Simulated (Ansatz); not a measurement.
Geometry optimisation, RKS B3LYP-D4/6-31G* in Ansatz.

The input (input.yaml):

```yaml
crystal:
  periodic: [false, false, false]
  atoms:
    - { symbol: Si, position_ang: [-0.097891, 0.211654, -0.909776] }
    - { symbol: "N", position_ang: [1.252558, -0.003597, 1.747783] }
    - { symbol: H, position_ang: [1.039649, -0.703053, 2.454808] }
    - { symbol: H, position_ang: [1.898148, 0.686377, 2.127153] }
    - { symbol: H, position_ang: [1.709025, -0.469677, 0.942632] }
    - { symbol: H, position_ang: [-1.170423, 1.237165, -0.550326] }
    - { symbol: H, position_ang: [-0.957466, -0.95887, -0.426275] }
basis:
  gaussian: { orbitals: "6-31G*" }
hamiltonian:
  xc: b3lyp
  dispersion: d4
relax:
  f_tol: 0.03
  max_steps: 50
```

Launched with:

```bash
$ ansatz run input.yaml --threads 1 --pin off --max-ram 2048MiB --backend cpu --events-out ev --progress --plain --runs-dir out
```

Task: Where does it end, and by what steps?

Result: It converged. After 7 steps the energy has fallen by 0.983 eV; H6 moved furthest, 0.83 Å. Joined: Si1–N2 (2.99 → 2.09 Å).

```
step  energy less start (eV)  largest force component (eV/Å)  accepted
   0                  0.0000                           1.287       yes
   1                 -0.2424                           1.146       yes
   2                 -0.4962                           1.371       yes
   3                 -0.7728                           0.879       yes
   4                 -0.9079                           0.468       yes
   5                 -0.9776                           0.110       yes
   6                 -0.9825                           0.034       yes
   7                 -0.9827                           0.011       yes
```

```xyz
7
Properties=species:S:1:pos:R:3
Si 0.148 0.282 -0.545
N 1.116 -0.044 1.275
H 0.485 -0.333 2.021
H 1.589 0.809 1.573
H 1.829 -0.765 1.165
H -0.902 1.092 0.222
H -0.593 -1.041 -0.325
```

Whether the end is a true minimum wasn't checked by a vibrational analysis.

Time of the run: 11 s on 1 thread of Intel(R) Xeon(R) Platinum 8259CL CPU @ 2.50GHz (Skylake/Cascade Lake), with other jobs on the host, peak memory 0.12 GiB.
